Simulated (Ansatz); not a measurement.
A made-up structure of AlSiH3F (charge -1), closed shell:

F1  (-1.609, -1.769, 0.952)
Si2  (0.511, 1.003, 0.174)
Al3  (-0.649, -0.989, -0.369)
H4  (0.298, -2.112, -0.760)
H5  (1.339, 1.533, -0.850)
H6  (-0.011, 2.041, 0.989)
(Å)

It is relaxed with PBE-D4/def2-SVPD and then PBE0-D4/def2-TZVPD (Ansatz 0.2.0). Atoms count as bonded within 1.22 times the sum of their covalent radii (H–H: 0.88 Å). The end point is not checked to be a true minimum.

Q: Does its bonding change? (A judgement: the text doesn't fix the answer.)

A: By the calculation: No: no bond forms or breaks.

Where it ends: The first stage lowers the energy by 0.78 eV in 9 steps. It ends as AlSiH₃F ([F][AlH][SiH2]), total charge -1:
F1  (-1.639, -1.598, 0.843)
Si2  (0.881, 1.034, 0.529)
Al3  (-0.329, -0.952, -0.024)
H4  (0.127, -2.138, -1.049)
H5  (1.146, 1.396, -0.935)
H6  (-0.306, 1.964, 0.771)
(Å)

Labels in which every atom is bracketed show which atoms are joined, not bond orders.

For scale, one of the runs: PBE0-D4/def2-TZVPD relaxation, 153 basis functions, launched by `ansatz run in.yaml --threads 2 --pin off --events-out ev --progress --plain --max-ram 4352MiB`. The run took about 30 s on 2 CPU threads of an Arm Neoverse V1 (shared host).
